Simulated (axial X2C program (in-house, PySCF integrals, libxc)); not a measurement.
# Linear POH at several levels

An exercise on one series of results from a longer session: the logs are not shown, and one member is left open.

The runs use an in-house X2C program for linear molecules on PySCF integrals; all-electron X2C, two-component (2c) or spin-free, P dyall-v3z, O dyall-av3z, H dyall-v3z.

All values are calculated.

2 further runs of the same task are left out: 2 set aside as unsound or not needed.

The first run:

The input, task.json:

```json
{"zs": [15, 8, 1], "q": 0, "bas": ["dyall-v3z", "dyall-av3z", "dyall-v3z"], "r0": [1.74, 0.96], "symm": 0, "scan": ["PBE0", "HF", "B3LYP"], "levels": ["PBE0", "HF", "TPSSh"], "nst": 2}
```

Keys: zs atomic numbers; q charge; bas basis sets; r0 starting distance in Å; symm equal bonds; scan levels of the two-bond scan (MP2 follows by itself at each HF point); levels methods; nst determinants followed.

Run with:

```bash
$ python solin.py task.json out
```

Masses P 30.974, O 15.995, H 1.008 u.

Steps of the session up to this table: Scan at PBE0, 2c; Scan at HF, 2c; Scan at B3LYP, 2c.

One table of the session follows, with a row left open; its other results are not shown here.

```
           level  r(P–O) (Å)  r(O–H) (Å)  lower stretch (cm⁻¹)  upper stretch (cm⁻¹)
        PBE0, 2c       1.598       0.948                 942.0                4067.1
          HF, 2c       1.583       0.931                 970.9                4293.5
       B3LYP, 2c       1.609       0.950                 912.0                4012.4
         MP2, 2c           ?           ?                     ?                     ?
 PBE0, spin-free       1.598       0.948                 942.1                4066.9
   HF, spin-free       1.583       0.931                 970.9                4293.4
B3LYP, spin-free       1.609       0.950                 912.1                4012.1
  MP2, spin-free       1.607       0.950                 925.2                4036.5
```

**Question.** Estimate the row for MP2, 2c.

The run gave: r(P–O) (Å): 1.607; r(O–H) (Å): 0.950; lower stretch (cm⁻¹): 925.1; upper stretch (cm⁻¹): 4036.5.

Scans not shown above were run alike.

MP2 freezes inner shells (threshold -2 hartree). The molecule was held linear; bending was not examined, so a bent shape may lie lower. Open-shell Ω = 0 determinants with evenly filled partner blocks cannot be reached by this program, so the Ω shown need not be the lowest component. Note: several unpaired electrons, one determinant need not be a pure state.
